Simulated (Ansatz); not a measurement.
System: A-type hexagonal La₂O₃. Method: LDA (plane waves, PAW; Ansatz, a first-principles code).

Numerical settings: plane-wave cutoff 520 eV, 12×12×6 k mesh (along the axes of the cell as run), Fermi–Dirac smearing 0.01 eV, scalar-relativistic PAW data made under PBE.

Properties against volume:

Shape and atoms are relaxed at each volume.

| V (Å³/atom) | P (GPa) | direct gap at Γ (eV) | smallest gap on the k mesh (eV) | c (Å) |
|---|---|---|---|---|
| 14.918 | 5.43 | 4.664 | 3.717 | 5.781 |
| 15.229 | 2.59 | 4.572 | 3.727 | 5.868 |
| 15.539 | 0.00 | 4.474 | 3.732 | 5.951 |
| 15.850 | -2.38 | 4.378 | 3.733 | 6.029 |
| 16.161 | -4.55 | 4.283 | 3.729 | 6.104 |

The fundamental gap (3.73 eV at the equilibrium volume, with added k points) lies elsewhere than Γ–Γ.

Note: the bulk modulus comes from volumes at which shape and atoms were relaxed.

Spin–orbit coupling is not included.
